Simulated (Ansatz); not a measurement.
Basis-set extrapolation for `CCC(C)CO` (PBE0-D4/def2-TZVP geometry, frozen core, Ansatz 0.2.0). Multiplicity 1, RHF reference.

```tsv
	def2-TZVPP	def2-QZVPP
HF	-271.292788	-271.305690
MP2 correlation	-1.126001	-1.200504
CCSD(T) correlation	-1.229997	not run
```

Energies in hartree. Use E(X) = E(∞) + A·exp(−7.88·√X) for Hartree–Fock and E(X) = E(∞) + B·X^(−2.97) for correlation, with X = 3 and 4, and add CCSD(T) minus MP2 of the smaller set to the MP2 limit.

Problem. What is the CCSD(T) energy at the basis-set limit?

Solution. HF limit: -271.305690 + (-0.012902) × 0.13774 = -271.30747. MP2 limit: -1.200504 + (-0.074503) × 0.74074 = -1.25569. Higher-order term: -1.229997 − (-1.126001) = -0.10400. Total: -272.66716 hartree, 379.1 kJ/mol below CCSD(T)/def2-TZVPP.
